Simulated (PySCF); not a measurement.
CHN, SMILES [C-]#[NH+]. Atoms are numbered in the order given.

```xyz
3

C      0.0000     0.0000     0.7365
N      0.0000     0.0000    -0.4277
H      0.0000     0.0000    -1.4255
```

Geometry optimised at B3LYP-D3(BJ)/def2-TZVPD.

The numbers are results of PBE/pcSseg-2 run with PySCF, not measurements.

GIAO shieldings, no solvent; atoms alike by connectivity are averaged. δ = σ(ref) − σ: ¹³C against TMS (σ = 181.4 ppm); ¹⁵N against NH3 (σ = 262.8 ppm); ¹H against TMS (σ = 31.47 ppm), references at their B3LYP-D3(BJ)/def2-TZVP geometries, non-relativistic.

| atoms | nucleus | count | δ (ppm) |
|---|---|---|---|
| C1 | ¹³C | 1 | 176.2 |
| N2 | ¹⁵N | 1 | 171.0 |
| H3 | ¹H | 1 | ___ |

**Question.** Fill in the missing entries. (An estimate is asked for; the answer gives what the named calculation found.)

**Answer.** 
- H3, δ (ppm): 3.73
